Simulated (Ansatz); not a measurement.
**SiAs⁺, triplet: reading a ladder of total energies**

Geometry: that of the SiAs⁺, singlet, kept fixed.

```xyz
2

Si    0.0000    0.0000    0.0000
As    0.0000    0.0000    2.3396
```

Basis cc-pVTZ; Ansatz 0.2.0. Correlated methods freeze the noble-gas cores and the filled d shells of p-block atoms, which leaves 8 electrons in 58 orbitals. R marks a restricted (for open shells ROHF) determinant, U an unrestricted one. No spin–orbit coupling is included, and no scalar relativity.

Full CI isn't at hand for all of this; UCCSDT(Q) serves as the reference, and is uncertain by the last step of the cluster series or more.

UCCSD has a T1 diagnostic of 0.029 and a largest doubles amplitude of 0.06.

Runs differ by some tens of microhartree through their thresholds and, for an open shell, their frozen cores, so steps under 0.03 kcal/mol mean nothing.

Here the R and U totals at CCSDT(Q) differ by 0.17 kcal/mol, a measure of how far such totals hang on the determinant and its frozen core.

```csv
level,total energy (hartree)
UHF,-2522.865122
UMP2,-2523.015539
UCCSD,-2523.047584
UCCSD(T),-2523.056845
UCCSDT,-2523.058572
UCCSDT(Q),-2523.059198
```

Problem. What is the correlation energy at UCCSDT(Q), and what share of it do UMP2 and UCCSD(T) recover?

Solution. E(corr) = -2523.059198 − (-2522.865122) = -0.194076 hartree = -5.281 eV. UMP2: -0.150417 / -0.194076 = 77.50 %. UCCSD(T): -0.191723 / -0.194076 = 98.79 %.

Problem. By how many kcal/mol does UCCSD(T) miss UCCSDT(Q) (1 hartree = 627.509 kcal/mol), and which steps make up the rest?

Solution. -2523.056845 − (-2523.059198) = 0.002353 hartree = 1.48 kcal/mol. Steps: UCCSDT − UCCSD(T) = -1.08, UCCSDT(Q) − UCCSDT = -0.39 kcal/mol. Differences between like states or geometries often cancel part of this.
